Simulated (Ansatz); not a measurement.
# AlClH3Si: the cost of one run

The runs use Ansatz 0.2.0, Gaussian basis; r2SCAN-D4/def2-SVP.

1 further run of the same task is left out (it didn't finish).

### 1 The system as given

SMILES `[SiH2-][AlH][Cl]`, 6 atoms, charge -1, spin multiplicity 1.

Atoms are counted from 1 here; the program's logs count them from 0.

Bond lengths: Si1–Al2 2.351 Å, Si1–H4 1.537 Å, Si1–H5 1.537 Å, Al2–Cl3 2.163 Å, Al2–H6 1.666 Å. Angles: Al2–Si1–H4 95.9°, Al2–Si1–H5 95.9°, H4–Si1–H5 95.1°, Si1–Al2–Cl3 129.5°, Si1–Al2–H6 137.8°, Cl3–Al2–H6 92.8°.

Geometry (Å):

```xyz
6
charge -1, multiplicity 1
Si   -0.3899   -0.3470   -1.5306
Al    0.7006   -0.1712    0.5449
Cl    0.0663    0.8361    2.3510
H    -1.7497   -0.7770   -0.9575
H    -0.7549    1.1420   -1.6430
H     2.1276   -0.6828    1.2353
```

### 2 The run

md/in.yaml reads:

```yaml
crystal:
  periodic: [false, false, false]
  atoms:
    - {symbol: Si, position_ang: [-0.389860, -0.346960, -1.530610]}
    - {symbol: Al, position_ang: [0.700550, -0.171160, 0.544890]}
    - {symbol: Cl, position_ang: [0.066340, 0.836060, 2.350960]}
    - {symbol: H, position_ang: [-1.749740, -0.777040, -0.957530]}
    - {symbol: H, position_ang: [-0.754940, 1.141950, -1.643050]}
    - {symbol: H, position_ang: [2.127640, -0.682850, 1.235350]}
basis:
  gaussian: {orbitals: def2-SVP}
total_charge: -1
hamiltonian: {xc: r2scan, dispersion: d4}
md: {n_steps: 30, timestep: 0.25, temperature: 200, ensemble: nve, seed: 600, initial_velocities: maxwell_boltzmann}
```

Run with:

```console
$ ansatz run in.yaml --threads 2 --pin off --events-out ev --progress --plain --max-ram 3481MiB
```

Q: Estimate wall time and peak memory on 2 threads of Intel Xeon at 2.50GHz, shared host.

About 2.6 min, with a peak of 0.15 GiB.
